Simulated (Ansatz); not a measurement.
# PNH2 (triplet): from Hartree-Fock to the top rungs, def2-TZVPP

An exercise on one series of results from a longer session: the logs are not shown, and one member is left open.

Computed with Ansatz 0.2.0, Gaussian basis. Level: def2-TZVPP, core rule «outside noble gas», up to 6 orbitals frozen.

Plan: UHF; ROHF; CCSD(T) on UHF.

2 further runs of the same task are left out: 2 set aside as unsound or not needed.

**The geometry**

The geometry is a PBE0/def2-TZVP stationary point (not a proven minimum) of the parent state, kept for this charge and spin.

4 atoms, charge 0, spin multiplicity 3.

Atoms are counted from 1 here; the program's logs count them from 0.

Bond lengths: N1–P2 1.571 Å, N1–H3 1.021 Å, P2–H4 1.438 Å. Angles: P2–N1–H3 110.2°, N1–P2–H4 98.4°.

As a file:

```xyz
4
H2NP
N     0.00000   -0.20102    1.04724
P     0.00000    0.10962   -0.49316
H     0.00000    0.66859    1.58206
H     0.00000   -1.24376   -0.98030
```

Set-up of the first run:

in.yaml

```yaml
crystal:
  periodic: [false, false, false]
  atoms:
    - {symbol: N, position_ang: [0.000000, -0.201021, 1.047245]}
    - {symbol: P, position_ang: [0.000000, 0.109621, -0.493159]}
    - {symbol: H, position_ang: [0.000000, 0.668588, 1.582063]}
    - {symbol: H, position_ang: [0.000000, -1.243757, -0.980300]}
basis:
  gaussian: {orbitals: def2-TZVPP}
magnetization: {spin_polarized: true, initial_magnetization: 2}
hamiltonian: {xc: hf}
output: {orbitals: {seedname: orbitals}}
```

Command:

```sh
$ ansatz run in.yaml --threads 1 --pin off --events-out ev --progress --plain --max-ram 4096MiB --backend cpu
```

Among the steps run: UHF; ROHF; CCSD(T) on UHF.

One table of the session follows, with a row left open; its other results are not shown here.

```
  method  from UCCSD(T) (meV)
    ROHF             +10365.4
     UHF              +9960.3
    UMP2                    ?
   UCCSD               +447.9
UCCSD(T)                    0
```

Estimate the missing values for UMP2.

The run gave: from UCCSD(T) (meV): +1339.3. In the column «from UCCSD(T) (meV)» it lies between UCCSD (+447.9) and UHF (+9960.3).
